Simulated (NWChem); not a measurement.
System: BF₃; SMILES FB(F)F

Here is an NWChem input.

```
start job
memory heap 200 mb stack 900 mb global 1100 mb
geometry units angstroms noautoz
  B      0.000000     0.000000    -0.002277
  F     -0.345830    -1.263922     0.000339
  F     -0.921674     0.931458     0.000339
  F      1.267503     0.332464     0.000339
end
basis spherical
  * library 3-21g
end
dft
  xc b3lyp
  iterations 150
  mulliken
end
task dft energy
```

Parts of the log:

```
             Northwest Computational Chemistry Package (NWChem) 7.3.0
             --------------------------------------------------------

 C3H symmetry detected

                             Geometry "geometry" -> ""
                             -------------------------

 Output coordinates in angstroms (scale by  1.889725989 to convert to a.u.)

  No.       Tag          Charge          X              Y              Z
 ---- ---------------- ---------- -------------- -------------- --------------
    1 B                    5.0000     0.00000000     0.00000000    -0.00000000
    2 F                    9.0000    -0.34582951    -1.26392197     0.00000000
    3 F                    9.0000    -0.92167378     0.93145812     0.00000000
    4 F                    9.0000     1.26750328     0.33246384    -0.00000000

 Effective nuclear repulsion energy (a.u.)     111.1741609369

      Symmetry information
      --------------------

 Group name             C3h
 Group number             22
 Group order               6
 No. of unique centers     2

                                 NWChem DFT Module
                                 -----------------

 Summary of "ao basis" -> "ao basis" (spherical)
 ------------------------------------------------------------------------------
       Tag                 Description            Shells   Functions and Types
 ---------------- ------------------------------  ------  ---------------------
 B                           3-21g                   5        9   3s2p
 F                           3-21g                   5        9   3s2p

      Symmetry analysis of basis
      --------------------------

        a'         10
        e'+         9
        e'-         9
        a"          4
        e"+         2
        e"-         2

  Rotation of axis

            General Information
            -------------------
          SCF calculation type: DFT
          Wavefunction type:  closed shell.
          No. of atoms     :     4
          No. of electrons :    32
           Alpha electrons :    16
            Beta electrons :    16
          Charge           :     0
          Spin multiplicity:     1
          Use of symmetry is: on ; symmetry adaption is: on
          Maximum number of iterations: 150
          AO basis - number of functions:    36
                     number of shells:    20
          Convergence on energy requested:  1.00D-06
          Convergence on density requested:  1.00D-05
          Convergence on gradient requested:  5.00D-04

              XC Information
              --------------
                         B3LYP Method XC Potential
                     Hartree-Fock (Exact) Exchange  0.200
                        Slater Exchange Functional  0.800 local
                    Becke 1988 Exchange Functional  0.720 non-local
              Lee-Yang-Parr Correlation Functional  0.810
                  VWN I RPA Correlation Functional  0.190 local

             Grid Information
             ----------------
          Grid used for XC integration:  medium
          Radial quadrature: Mura-Knowles
          Angular quadrature: Lebedev.
          Tag              B.-S. Rad. Rad. Pts. Rad. Cut. Ang. Pts.
          ---              ---------- --------- --------- ---------
          B                   0.85       49           5.0       434
          F                   0.50       49           6.0       434
          Grid pruning is: on
          Number of quadrature shells:    98
          Spatial weights used:  Erf1

      Superposition of Atomic Density Guess
      -------------------------------------

 Sum of atomic energies:        -320.96827621

      Non-variational initial energy
      ------------------------------

 Total energy =    -321.768216
 1-e energy   =    -668.939581
 2-e energy   =     235.997204
 HOMO         =      -0.599267
 LUMO         =       0.162968

      Symmetry analysis of molecular orbitals - initial
      -------------------------------------------------

  Numbering of irreducible representations:

     1 a'          2 e'+         3 e'-         4 a"          5 e"+
     6 e"-

  Orbital symmetries:

     1 a'          2 e'+         3 e'+         4 a'          5 a'
     6 e'+         7 e'+         8 a'          9 e'+        10 e'+
    11 a"         12 e'+        13 e'+        14 e"+        15 e"+
    16 a'         17 a"         18 a'         19 e'+        20 e'+
    21 a"         22 e'+        23 e'+        24 a'         25 e"+
    26 e"+

     ---------------------------------------------
      Total Density - Mulliken Population Analysis
     ---------------------------------------------

    Atom       Charge   Shell Charges
 -----------   ------   -------------------------------------------------------
    1 B    5     3.49   1.99  0.34  0.70  0.18  0.28
    2 F    9     9.50   1.98  0.45  2.58  1.49  2.99
    3 F    9     9.50   1.98  0.45  2.58  1.49  2.99
    4 F    9     9.50   1.98  0.45  2.58  1.49  2.99

   convergence    iter        energy       DeltaE   RMS-Dens  Diis-err
 ---------------- ----- ----------------- --------- --------- ---------
 d= 0,ls=0.0,diis     1   -322.6879334797 -4.34D+02  2.89D-02  9.23D-01
 d= 0,ls=0.0,diis     2   -322.7118586641 -2.39D-02  1.21D-02  1.06D+00
 d= 0,ls=0.0,diis     3   -322.7979537232 -8.61D-02  1.51D-03  2.65D-02
 d= 0,ls=0.0,diis     4   -322.7995041076 -1.55D-03  3.73D-04  3.48D-04
 d= 0,ls=0.0,diis     5   -322.7995527298 -4.86D-05  1.04D-05  5.62D-07
 d= 0,ls=0.0,diis     6   -322.7995527817 -5.19D-08  8.98D-07  1.48D-09

         Total DFT energy =     -322.799552781703
      One electron energy =     -669.830861701884
           Coulomb energy =      271.341289223309
    Exchange-Corr. energy =      -35.484141240033
 Nuclear repulsion energy =      111.174160936906

 Numeric. integr. density =       31.999999627798

                  Occupations of the irreducible representations
                  ----------------------------------------------

                     irrep           alpha         beta
                     --------     --------     --------
                     a'                5.0          5.0
                     e'+               8.0          8.0
                     e'-               0.0          0.0
                     a"                1.0          1.0
                     e"+               2.0          2.0
                     e"-               0.0          0.0

                       DFT Final Molecular Orbital Analysis
                       ------------------------------------

 Vector   14  Occ=2.000000D+00  E=-4.313194D-01  Symmetry=e"+
              MO Center= -6.3D-01, -1.7D-01,  5.6D-16, r^2= 1.7D+00
   Bfn.  Coefficient  Atom+Function         Bfn.  Coefficient  Atom+Function
  ----- ------------  ---------------      ----- ------------  ---------------
    18      0.429867  2 F  pz                27     -0.429867  3 F  pz
    14      0.391389  2 F  pz                23     -0.391389  3 F  pz

 Vector   15  Occ=2.000000D+00  E=-4.313194D-01  Symmetry=e"+
              MO Center=  6.3D-01,  1.7D-01, -5.7D-19, r^2= 1.7D+00
   Bfn.  Coefficient  Atom+Function         Bfn.  Coefficient  Atom+Function
  ----- ------------  ---------------      ----- ------------  ---------------
    36      0.496368  4 F  pz                32      0.451937  4 F  pz
    18     -0.248184  2 F  pz                27     -0.248184  3 F  pz
    14     -0.225969  2 F  pz                23     -0.225969  3 F  pz

 Vector   16  Occ=2.000000D+00  E=-4.048928D-01  Symmetry=a'
              MO Center=  5.2D-16, -3.9D-17, -3.2D-21, r^2= 2.1D+00
   Bfn.  Coefficient  Atom+Function         Bfn.  Coefficient  Atom+Function
  ----- ------------  ---------------      ----- ------------  ---------------
    16      0.334444  2 F  px                35      0.335392  4 F  py
    12      0.319105  2 F  px                31      0.320009  4 F  py
    25     -0.246472  3 F  px                26     -0.243882  3 F  py
    21     -0.235167  3 F  px                22     -0.232696  3 F  py
    17     -0.091510  2 F  py                34     -0.087972  4 F  px

 Vector   17  Occ=0.000000D+00  E= 3.457729D-02  Symmetry=a"
              MO Center=  3.8D-17, -3.9D-16,  5.4D-18, r^2= 1.7D+00
   Bfn.  Coefficient  Atom+Function         Bfn.  Coefficient  Atom+Function
  ----- ------------  ---------------      ----- ------------  ---------------
     5      0.576510  1 B  pz                 9      0.577416  1 B  pz
    18     -0.272588  2 F  pz                27     -0.272588  3 F  pz
    36     -0.272588  4 F  pz                14     -0.218779  2 F  pz
    23     -0.218779  3 F  pz                32     -0.218779  4 F  pz

 Vector   18  Occ=0.000000D+00  E= 9.898871D-02  Symmetry=a'
              MO Center=  1.1D-16, -2.0D-17, -5.6D-18, r^2= 2.3D+00
   Bfn.  Coefficient  Atom+Function         Bfn.  Coefficient  Atom+Function
  ----- ------------  ---------------      ----- ------------  ---------------
     6      1.527471  1 B  s                 15     -0.503065  2 F  s
    24     -0.503065  3 F  s                 33     -0.503065  4 F  s
    17     -0.243202  2 F  py                34      0.243891  4 F  px
    26      0.179230  3 F  py                25     -0.177347  3 F  px
     1     -0.162421  1 B  s                 13     -0.149302  2 F  py

 Vector   19  Occ=0.000000D+00  E= 2.617499D-01  Symmetry=e'+
              MO Center= -1.3D-01, -1.7D-01,  7.3D-18, r^2= 3.2D+00
   Bfn.  Coefficient  Atom+Function         Bfn.  Coefficient  Atom+Function
  ----- ------------  ---------------      ----- ------------  ---------------
     7      1.369518  1 B  px                33     -0.724643  4 F  s
    24      0.575082  3 F  s                 16     -0.269185  2 F  px
    26     -0.222511  3 F  py                12     -0.200000  2 F  px
     3      0.190686  1 B  px                15      0.149561  2 F  s
    22     -0.134344  3 F  py                35      0.129973  4 F  py

     ---------------------------------------------
      Total Density - Mulliken Population Analysis
     ---------------------------------------------

    Atom       Charge   Shell Charges
 -----------   ------   -------------------------------------------------------
    1 B    5     4.21   1.98  0.41  1.23  0.10  0.49
    2 F    9     9.26   1.98  0.45  2.51  1.51  2.81
    3 F    9     9.26   1.98  0.45  2.51  1.51  2.81
    4 F    9     9.26   1.98  0.45  2.51  1.51  2.81

     -------------------------------------------
      Total Density - Lowdin Population Analysis
     -------------------------------------------

    Atom       Charge   Shell Charges
 -----------   ------   -------------------------------------------------------
    1 B    5     4.85   1.97  0.41  1.25  0.30  0.92
    2 F    9     9.05   1.98  0.61  2.49  1.14  2.83
    3 F    9     9.05   1.98  0.61  2.49  1.14  2.83
    4 F    9     9.05   1.98  0.61  2.49  1.14  2.83

     Multipole analysis of the density
     ---------------------------------

     L   x y z        total         alpha         beta         nuclear
     -   - - -        -----         -----         ----         -------
     0   0 0 0     -0.000000    -16.000000    -16.000000     32.000000

     1   1 0 0      0.000000      0.000000      0.000000     -0.000000
     1   0 1 0      0.000000     -0.000000     -0.000000      0.000000
     1   0 0 1     -0.000000      0.000000      0.000000     -0.000000

     2   2 0 0    -16.018788    -49.399470    -49.399470     82.780151
     2   1 1 0     -0.000000     -0.000000     -0.000000     -0.000000
     2   1 0 1      0.000000      0.000000      0.000000     -0.000000
     2   0 2 0    -16.018788    -49.399470    -49.399470     82.780151
     2   0 1 1      0.000000      0.000000      0.000000     -0.000000
     2   0 0 2    -12.852407     -6.426204     -6.426204      0.000000
```

Level: B3LYP/3-21G. Coordinates come from a PBE0/def2-SVP optimisation.
